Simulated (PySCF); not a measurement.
Dipole moment and polarisability of `C=C(C=O)CF`

Compound: C4H5FO.
Geometry (GFN2-xTB, Å), atoms numbered from 1 in this order:
```
atom  x, y, z in Å
C1    -0.5778   -0.9007    1.0218
C2    -0.1549   -0.0255    0.1119
C3    -0.9722    1.1379   -0.2675
O4    -0.6549    1.9677   -1.0795
C5     1.1615   -0.1327   -0.6024
F6     1.8674   -1.2392   -0.2145
H7    -1.5308   -0.7851    1.5098
H8     0.0177   -1.7534    1.3010
H9    -1.9376    1.1947    0.2697
H10    1.0030   -0.2058   -1.6847
H11    1.7839    0.7448   -0.3916
```

Level: PBE0/def2-SVPD (PySCF), static field, nuclei fixed, core orbitals frozen in the response. The polarisability tensor in these axes (au):

```
x    50.41  -1.87  -6.96
y    -1.87  58.29 -15.15
z    -6.96 -15.15  52.06
```

Problem. What are the eigenvalues, a third of the trace, and Δα (Δα² = ½Σ(αi − αj)² over the three pairs)?

Solution. Principal values 36.53, 53.13 and 71.09 au; mean 53.59 au = 7.94 Å³ = 8.84 × 10⁻⁴⁰ C²·m²/J; Δα = 29.94 au (56 % of the mean).

Problem. What is the dipole moment, and where does it point?

Solution. (-1.08, -1.18, 1.55) D, 2.22 D in size, pointing from the negative to the positive side. Measured along this direction, the outermost atoms are H10, H11 and O4 at the negative end and H7 at the positive end.

Problem. In a dilute gas of rigid molecules at 273 K, how does the orientational term μ²/3kT compare with the electronic polarisability?

Solution. In Gaussian units μ²/3kT = 43.66 Å³ against 7.94 Å³, a ratio of 5.50; the Debye molar polarisation (4π/3)N_A(α + μ²/3kT) is 130.2 cm³/mol, leaving out the vibrational part.

Problem. What depolarisation ratio follows for Rayleigh scattering of linearly polarised light, taking the static tensor?

Solution. ρ = 3Δα²/(45ᾱ² + 4Δα²) = 2688.8/(129214 + 3585.0) = 0.0202.

Problem. What are the principal values of the traceless quadrupole moment, Θ = ½Σq(3rr − r²1), about the centre of nuclear charge?

Solution. -10.74, 2.75, 7.99 D·Å. The values depend on the origin, since the dipole doesn't vanish. The electronic extent ⟨r²⟩ about the same centre is 606 bohr², a root-mean-square distance of 1.92 Å for the 46 electrons.

Problem. Molar refractivity from α?

Solution. Lorentz–Lorenz: R = (4π/3)N_A α = 2.5225 cm³/(mol·Å³) × 7.94 Å³ = 20.0 cm³/mol, in the limit of long wavelengths.

Problem. Form Σ f/ω² (atomic units) for the 6 lowest TDDFT singlets, given as eV and f, and set it beside the mean polarisability, which is this sum over all singlets: 3.75, 0.0003; 5.98, 0.2736; 6.75, 0.0000; 7.12, 0.0010; 7.18, 0.0773; 7.48, 0.0362.

Solution. They add up to 7.28 au, 13.6 % of the 53.59 au; the largest single term is 5.66 au, from the state at 5.98 eV. Terms in order: 0.02, 5.66, 0.00, 0.02, 1.11, 0.48 au. Higher excitations give the rest. The strengths listed sum to 0.389.

The structure is a single GFN2-xTB conformer in the gas phase; no vibrational or solvent corrections.
